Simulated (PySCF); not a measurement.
# C2H3B: runs on many settings

Aim: see how C2H3B (`BC#C`) answers to the choice of functional, basis, grid and SCF options, and what happens with inputs that are wrong on purpose.

Programs: PySCF 2.14.0, with density-fitted response routines of our own. Each step states its level of theory. These are calculated values for one molecule, in the gas phase or a continuum, unless marked as measured. Atoms count from 0, in the outputs and in this text.

1 further run of the same task is left out (it didn't finish).

### 1 The starting structure

6 atoms, charge 0, multiplicity 1; geometry from: GFN2-xTB.

Bonds of the start (Å): B0–C1 1.50, C1–C2 1.21, B0–H3 1.17, B0–H4 1.17, C2–H5 1.05.

### 2 Spin-spin couplings: X3LYP/cc-pVTZ in benzene

What the job is given:

```
{"job": {"kind": "j", "xc": "X3LYP", "basis": "cc-pVTZ", "solvent": "benzene", "scf": {"damp": 0.3}}, "charge": 0, "multiplicity": 1}
B     -1.082188    -0.268085    -0.209449
C      0.346496     0.085341     0.062708
C      1.498210     0.371290     0.283727
H     -1.697336     0.375150    -0.968350
H     -1.565085    -1.182352     0.337615
H      2.503026     0.620645     0.472175
```

With the program's defaults for keys left out, this is: X3LYP/cc-pVTZ indirect spin-spin coupling, non-relativistic, IEF-PCM benzene.

Command:

```
> OMP_NUM_THREADS=1 python probes_run.py task.json out
```

This one command runs all jobs of the session in turn.

Log:

```text
damping 0.30 in the first 6 cycles
final grid: 49744 points
cycle   1  E = -102.7401913182  dE =  1.650e-01  |g| = 3.268e-01  |ddm| = 5.736e+00
cycle   2  E = -102.7581480195  dE = -1.796e-02  |g| = 1.997e-01  |ddm| = 8.556e-01
cycle   3  E = -102.7575444214  dE =  6.036e-04  |g| = 2.100e-01  |ddm| = 5.312e-01
cycle   4  E = -102.7512300382  dE =  6.314e-03  |g| = 2.605e-01  |ddm| = 5.672e-01
cycle   5  E = -102.7396543515  dE =  1.158e-02  |g| = 3.340e-01  |ddm| = 7.199e-01
cycle   6  E = -102.6195131219  dE =  1.201e-01  |g| = 7.610e-01  |ddm| = 1.348e+00
cycle   7  E = -102.1699483802  dE =  4.496e-01  |g| = 1.460e+00  |ddm| = 2.861e+00
cycle   8  E = -102.7681240158  dE = -5.982e-01  |g| = 4.107e-02  |ddm| = 1.978e+00
cycle   9  E = -102.7684637462  dE = -3.397e-04  |g| = 1.731e-02  |ddm| = 1.242e-01
cycle  10  E = -102.7685402176  dE = -7.647e-05  |g| = 5.526e-03  |ddm| = 4.404e-02
cycle  11  E = -102.7685477632  dE = -7.546e-06  |g| = 1.072e-03  |ddm| = 1.017e-02
cycle  12  E = -102.7685481321  dE = -3.690e-07  |g| = 3.462e-04  |ddm| = 3.163e-03
cycle  13  E = -102.7685481759  dE = -4.377e-08  |g| = 4.019e-05  |ddm| = 8.047e-04
cycle  14  E = -102.7685481769  dE = -9.511e-10  |g| = 7.742e-06  |ddm| = 1.289e-04
converged SCF energy = -102.7685481769

Indirect spin-spin couplings (Hz)
  i      j    bonds     total        FC       PSO       DSO        SD
  0 B    1 C    1     80.545    82.166    -2.005     0.136     0.248
  0 B    2 C    2     19.682    19.179     0.081    -0.218     0.639
  0 B    3 H    1    133.518   133.734    -1.296     0.286     0.794
  0 B    4 H    1    133.913   134.133    -1.298     0.286     0.793
  0 B    5 H    3      2.257     2.799     0.194    -0.701    -0.036
  1 C    2 C    1    254.906   239.887     5.237     0.023     9.760
  1 C    3 H    2      1.589     1.978    -0.167    -0.197    -0.026
  1 C    4 H    2      1.638     2.026    -0.164    -0.199    -0.025
  1 C    5 H    2     49.089    43.849     5.382    -1.305     1.162
  2 C    3 H    3      3.256     2.579     0.810    -0.432     0.299
  2 C    4 H    3      3.213     2.543     0.807    -0.432     0.295
  2 C    5 H    1    244.088   245.606    -2.238     0.305     0.414
  3 H    4 H    2     -2.009    -1.685     1.832    -2.465     0.310
  3 H    5 H    4     -2.324    -2.144     1.255    -1.502     0.067
  4 H    5 H    4     -2.328    -2.148     1.256    -1.503     0.067
```

It took 5 s on 1 thread of AMD EPYC 9R14, shared host.

The basis is not made for couplings: without tight functions at the nuclei these values are rough.

A choice of the couplings up to four bonds, sorted by the number of bonds, with means over like pairs; isotopes 11B, 13C, 1H:

| pair | bonds | J (Hz) | Fermi contact (Hz) |
| --- | --- | --- | --- |
| C1–C2 | 1 | 254.9 | 239.9 |
| C2–H5 | 1 | 244.1 | 245.6 |
| B0–H3 | 1 | 133.7 | 133.9 |
| B0–C1 | 1 | 80.5 | 82.2 |
| C1–H5 | 2 | 49.1 | 43.8 |
| B0–C2 | 2 | 19.7 | 19.2 |
| H3–H4 | 2 | -2.0 | -1.7 |
| C1–H3 | 2 | 1.6 | 2.0 |
| C2–H3 | 3 | 3.2 | 2.6 |
| B0–H5 | 3 | 2.3 | 2.8 |
| H3–H5 | 4 | -2.3 | -2.1 |

Quadrupole couplings from the field gradients of the same density:

| atom | isotope | eQq/h (MHz) | η |
| --- | --- | --- | --- |
| B0 | 11B | 5.760 | 0.14 |

### 3 Nuclear shieldings: PBE0/def2-TZVP

What the job is given:

```
{"job": {"kind": "nmr", "xc": "PBE0", "basis": "def2-TZVP", "pop": true, "scf": {"level_shift": 0.2}}, "charge": 0, "multiplicity": 1}
B     -1.082188    -0.268085    -0.209449
C      0.346496     0.085341     0.062708
C      1.498210     0.371290     0.283727
H     -1.697336     0.375150    -0.968350
H     -1.565085    -1.182352     0.337615
H      2.503026     0.620645     0.472175
```

Level: GIAO PBE0/def2-TZVP NMR shielding, non-relativistic, gas phase.

Log:

```text
final grid: 49744 points
cycle   1  E = -102.6485557067  dE =  1.763e-01  |g| = 2.764e-01  |ddm| = 2.071e+00
cycle   2  E = -102.6627194224  dE = -1.416e-02  |g| = 1.888e-01  |ddm| = 4.297e-01
cycle   3  E = -102.6707406575  dE = -8.021e-03  |g| = 4.041e-02  |ddm| = 2.075e-01
cycle   4  E = -102.6711055627  dE = -3.649e-04  |g| = 1.798e-02  |ddm| = 5.271e-02
cycle   5  E = -102.6711876425  dE = -8.208e-05  |g| = 2.851e-03  |ddm| = 2.206e-02
cycle   6  E = -102.6711912562  dE = -3.614e-06  |g| = 6.183e-04  |ddm| = 4.900e-03
cycle   7  E = -102.6711916232  dE = -3.670e-07  |g| = 2.422e-04  |ddm| = 1.828e-03
cycle   8  E = -102.6711917013  dE = -7.807e-08  |g| = 1.179e-04  |ddm| = 7.461e-04
cycle   9  E = -102.6711917203  dE = -1.902e-08  |g| = 4.851e-05  |ddm| = 3.066e-04
cycle  10  E = -102.6711917245  dE = -4.140e-09  |g| = 2.164e-05  |ddm| = 1.221e-04
cycle  11  E = -102.6711917253  dE = -8.068e-10  |g| = 9.967e-06  |ddm| = 4.781e-05
level shift removed, Fock matrix diagonalised once more
converged SCF energy = -102.6711917253

GIAO shielding tensors (ppm)
atom      isotropic    diamagn.    paramagn.     s11        s22        s33       span
  0 B       33.980     196.121    -162.141    -39.912      0.011    141.841    181.754
  1 C       89.237     266.455    -177.218    -13.832    -11.571    293.113    306.945
  2 C       43.741     268.547    -224.806      6.713     31.227     93.283     86.570
  3 H       24.924      29.330      -4.406     20.208     26.917     27.646      7.438
  4 H       24.916      29.331      -4.415     20.203     26.896     27.649      7.446
  5 H       26.387      30.892      -4.506     25.364     25.967     27.829      2.465
```

It took 3.9 s on 1 thread of AMD EPYC 9R14, shared host.

The references, computed at this level on geometries of the same kind, shield at (ppm): ¹H TMS 31.95, ¹³C TMS 189.2. Their shielding less the atom's gives the shift. The references are single molecules in the gas phase. Atoms listed in one row are averaged.

| atoms | environment | σ (ppm) | δ (ppm) |
| --- | --- | --- | --- |
| C2 | terminal alkyne carbon | 43.7 | 145.5 |
| C1 | alkyne carbon | 89.2 | 100.0 |
| H3, H4 | hydrogen on a boron bonded to C | 24.92 | 7.03 |
| H5 | hydrogen on a terminal alkyne carbon | 26.39 | 5.56 |
| B0 | boron bonded to C, 2 H | 34.0 | – |

Charges from the same density, by scheme (e):

| atoms | Mulliken | IAO | Hirshfeld | ESP fit |
| --- | --- | --- | --- | --- |
| B0 | -0.04 | 0.02 | 0.16 | 0.42 |
| C1 | 0.04 | -0.13 | -0.11 | -0.12 |
| C2 | -0.26 | -0.17 | -0.06 | -0.35 |

Mayer bond orders: B0–C1 1.16, C1–C2 2.75.

### 4 TDDFT and polarisability: PBE0/IGLO-III

What the job is given:

```
{"job": {"kind": "uv", "xc": "PBE0", "basis": "IGLO-III", "nstates": 1, "ntriplets": 0, "tda": true, "scf": {"diis": false, "max_cycle": 62}}, "charge": 0, "multiplicity": 1}
B     -1.082188    -0.268085    -0.209449
C      0.346496     0.085341     0.062708
C      1.498210     0.371290     0.283727
H     -1.697336     0.375150    -0.968350
H     -1.565085    -1.182352     0.337615
H      2.503026     0.620645     0.472175
```

Method: TDA PBE0/IGLO-III, vertical, gas phase, core orbitals frozen in the response.

Log:

```text
final grid: 49744 points
cycle   1  E = -102.6491700124  dE =  1.776e-01  |g| = 3.065e-01  |ddm| = 1.608e+00
cycle   2  E = -102.6373630305  dE =  1.181e-02  |g| = 3.671e-01  |ddm| = 4.000e-01
cycle   3  E = -102.5577105990  dE =  7.965e-02  |g| = 6.879e-01  |ddm| = 4.224e-01
cycle   4  E = -102.2051823666  dE =  3.525e-01  |g| = 1.299e+00  |ddm| = 7.859e-01
cycle   5  E = -101.2786202365  dE =  9.266e-01  |g| = 2.237e+00  |ddm| = 1.383e+00
cycle   6  E = -96.1416771272  dE =  5.137e+00  |g| = 3.887e+00  |ddm| = 1.245e+01
cycle   7  E = -91.7385210948  dE =  4.403e+00  |g| = 5.452e+00  |ddm| = 1.266e+01
cycle   8  E = -77.0083029615  dE =  1.473e+01  |g| = 7.632e+00  |ddm| = 8.350e+00
cycle   9  E = -82.5892644051  dE = -5.581e+00  |g| = 6.896e+00  |ddm| = 8.694e+00
cycle  10  E = -74.9540132192  dE =  7.635e+00  |g| = 8.591e+00  |ddm| = 5.815e+00
[... 42 cycles left out ...]
cycle  53  E = -74.4720435936  dE =  6.235e+00  |g| = 6.964e+00  |ddm| = 1.496e+01
cycle  54  E = -80.7069102130  dE = -6.235e+00  |g| = 8.593e+00  |ddm| = 1.496e+01
cycle  55  E = -74.4720435936  dE =  6.235e+00  |g| = 6.964e+00  |ddm| = 1.496e+01
cycle  56  E = -80.7069102130  dE = -6.235e+00  |g| = 8.593e+00  |ddm| = 1.496e+01
cycle  57  E = -74.4720435936  dE =  6.235e+00  |g| = 6.964e+00  |ddm| = 1.496e+01
cycle  58  E = -80.7069102130  dE = -6.235e+00  |g| = 8.593e+00  |ddm| = 1.496e+01
cycle  59  E = -74.4720435936  dE =  6.235e+00  |g| = 6.964e+00  |ddm| = 1.496e+01
cycle  60  E = -80.7069102130  dE = -6.235e+00  |g| = 8.593e+00  |ddm| = 1.496e+01
cycle  61  E = -74.4720435936  dE =  6.235e+00  |g| = 6.964e+00  |ddm| = 1.496e+01
cycle  62  E = -80.7069102130  dE = -6.235e+00  |g| = 8.593e+00  |ddm| = 1.496e+01
SCF not converged, last energy = -80.7069102130
```

It took 6.5 s on 1 thread of AMD EPYC 9R14, shared host.

**What went wrong.** The SCF swings between two densities 6.23 Eh apart: plain iteration without DIIS overshoots. Cure: turn DIIS on. Numbers printed on the way are no properties of the molecule.

### 5 Shielding tensors: HF/def2-SVPD

What the job is given:

```
{"job": {"kind": "nmr", "xc": "HF", "basis": "def2-SVPD", "pop": true, "scf": {"level_shift": 0.2}}, "charge": 0, "multiplicity": 1}
B     -1.082188    -0.268085    -0.209449
C      0.346496     0.085341     0.062708
C      1.498210     0.371290     0.283727
H     -1.697336     0.375150    -0.968350
H     -1.565085    -1.182352     0.337615
H      2.503026     0.620645     0.472175
```

Level: GIAO HF/def2-SVPD NMR shielding, non-relativistic, gas phase.

Log:

```text
final grid: 49744 points
cycle   1  E = -101.9578491178  dE =  3.482e-01  |g| = 3.564e-01  |ddm| = 5.348e+00
cycle   2  E = -102.0062319103  dE = -4.838e-02  |g| = 1.138e-01  |ddm| = 7.883e-01
cycle   3  E = -102.0119100999  dE = -5.678e-03  |g| = 4.242e-02  |ddm| = 8.747e-01
cycle   4  E = -102.0127220838  dE = -8.120e-04  |g| = 1.278e-02  |ddm| = 3.298e-01
cycle   5  E = -102.0128275693  dE = -1.055e-04  |g| = 4.844e-03  |ddm| = 9.494e-02
cycle   6  E = -102.0128526333  dE = -2.506e-05  |g| = 2.145e-03  |ddm| = 2.725e-02
cycle   7  E = -102.0128593889  dE = -6.756e-06  |g| = 1.058e-03  |ddm| = 8.522e-03
cycle   8  E = -102.0128612792  dE = -1.890e-06  |g| = 5.646e-04  |ddm| = 3.511e-03
cycle   9  E = -102.0128619518  dE = -6.726e-07  |g| = 2.171e-04  |ddm| = 2.414e-03
cycle  10  E = -102.0128620580  dE = -1.062e-07  |g| = 9.043e-05  |ddm| = 1.174e-03
cycle  11  E = -102.0128620746  dE = -1.667e-08  |g| = 3.343e-05  |ddm| = 5.714e-04
cycle  12  E = -102.0128620765  dE = -1.806e-09  |g| = 1.107e-05  |ddm| = 1.030e-04
cycle  13  E = -102.0128620766  dE = -1.830e-10  |g| = 3.993e-06  |ddm| = 3.080e-05
level shift removed, Fock matrix diagonalised once more
converged SCF energy = -102.0128620766

GIAO shielding tensors (ppm)
atom      isotropic    diamagn.    paramagn.     s11        s22        s33       span
  0 B       56.791     205.298    -148.507     -0.944     23.234    148.084    149.028
  1 C      126.987     246.211    -119.223     15.235     25.313    340.415    325.180
  2 C       62.165     245.866    -183.700     27.738     55.882    102.876     75.138
  3 H       25.935      30.635      -4.700     22.211     27.645     27.948      5.737
  4 H       25.928      30.623      -4.694     22.220     27.615     27.950      5.731
  5 H       26.540      35.148      -8.608     25.296     25.536     28.787      3.491
```

Run time: 0.71 s. Hardware: 1 thread of AMD EPYC 9R14, shared host.

This run: σ C2 62.2, C1 127.0, B0 56.8, H3 25.93, H5 26.54 ppm (means over like atoms).

### 6 Comparing the runs: NMR shifts

Shifts (ppm), means over like atoms, with basis size and wall time:

| run | C2 | C1 | H3 | H5 | functions | time |
| --- | --- | --- | --- | --- | --- | --- |
| PBE0/def2-TZVP | 145.5 | 100.0 | 7.03 | 5.56 | 111 | 3.9 s |
| HF/def2-SVPD | 137.1 | 72.3 | 6.44 | 5.83 | 84 | 0.71 s |

### 7 Results

| quantity | value |
| --- | --- |
| largest coupling of the table (X3LYP/cc-pVTZ) | ¹J(C,C) C1–C2, 254.9 Hz |
| ¹³C shifts against TMS (PBE0/def2-TZVP) | 145.5, 100.0 ppm |
| ¹H shifts against TMS (PBE0/def2-TZVP, means over atoms taken as alike) | 7.03, 5.56 ppm |
| shieldings of B (PBE0/def2-TZVP) | B0 34.0 ppm |
| range of the shift of C1 | 72.3 to 100.0 ppm |
| property runs in this session | 4, of which 1 failed and 0 gave unsound results |

In words: Single values in the summary come from the first sound run of each kind (X3LYP/cc-pVTZ; PBE0/def2-TZVP), which need not be the best level. In the run at X3LYP/cc-pVTZ, the largest coupling of the table is C1–C2, 254.9 Hz, of which the Fermi-contact term gives 239.9 Hz. At PBE0/def2-TZVP: The widest tensor belongs to C1: span 307 ppm, with a paramagnetic part of -177 ppm. Among the atoms with a shift in every run: In ppm, C1 moves most: its shift spreads over 27.7 ppm, from 72.3 (HF/def2-SVPD) to 100.0 (PBE0/def2-TZVP). Couplings from bases without tight functions are rough.
